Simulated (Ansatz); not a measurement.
**CHB+ (doublet): from Hartree-Fock to the top rungs, cc-pVTZ**

An exercise on one series of results from a longer session: the logs are not shown, and one member is left open.

Method: cc-pVTZ, core rule «outside noble gas», up to 2 orbitals frozen; program: Ansatz 0.2.0, Gaussian basis.

The runs, in order: UHF; CCSD(T) on ROHF; CCSD(T) on UHF; BCCD(T) on ROHF; CCSDT(Q) on ROHF.

10 further runs of the same task are left out: 6 for a known fault of the program, 4 set aside as unsound or not needed.

## The system

The geometry is a PBE0/def2-TZVP stationary point (not a proven minimum) of the parent state, kept for this charge and spin.

3 atoms, charge 1, spin multiplicity 2.

Atoms are counted from 1 here; the program's logs count them from 0.

Bond lengths: B1–C2 1.449 Å, B1–H3 1.179 Å. Angles: C2–B1–H3 180.0°.

The first run:

Input file in.yaml:

```yaml
crystal:
  periodic: [false, false, false]
  atoms:
    - {symbol: B, position_ang: [0.000000, 0.000000, 0.090069]}
    - {symbol: C, position_ang: [0.000000, 0.000000, -1.358850]}
    - {symbol: H, position_ang: [0.000000, 0.000000, 1.268781]}
basis:
  gaussian: {orbitals: cc-pVTZ}
total_charge: 1
magnetization: {spin_polarized: true, initial_magnetization: 1}
hamiltonian: {xc: hf}
output: {orbitals: {seedname: orbitals}}
```

Run with:

```sh
$ ansatz run in.yaml --threads 1 --pin off --events-out ev --progress --plain --max-ram 2816MiB --backend cpu
```

Steps of the session up to this table: UHF; CCSD(T) on ROHF; CCSD(T) on UHF; BCCD(T) on ROHF; CCSDT(Q) on ROHF.

One table of the session follows, with a row left open; its other results are not shown here.

It belongs to the step «Misses and costs». 

| method | from RCCSDT(Q) (meV) |
| --- | --- |
| ROHF | +5245.3 |
| RMP2 | +1193.1 |
| UMP2 | +1268.2 |
| RCCSD | +218.0 |
| UCCSD | -107.2 |
| RCCSD(T) | +51.3 |
| UCCSD(T) | -698.0 |
| BCCD(T) | +52.2 |
| RCCSDT | ? |
| RCCSDT(Q) | 0 |

Estimate the missing values for RCCSDT.

**Answer.** from RCCSDT(Q) (meV): +7.7. In the column «from RCCSDT(Q) (meV)» it lies between RCCSDT(Q) (0) and RCCSD(T) (+51.3).

Left out of the table: UHF (another determinant or state than the rows shown).

Limits of these values: The determinant is far from a pure spin state, so its energy mixes those of several spin states (harmless only where they are near-degenerate, as at dissociation). The program flags UCCSD(T) as in doubt, so those rows may rest on another solution; read them beside their warnings. Warnings: spin contamination; coupled cluster took another determinant than the lowest. Restricted and unrestricted rows rest on different reference determinants; where their highest levels disagree by more than a few hundredths of an eV, they describe different states and don't form one ladder.
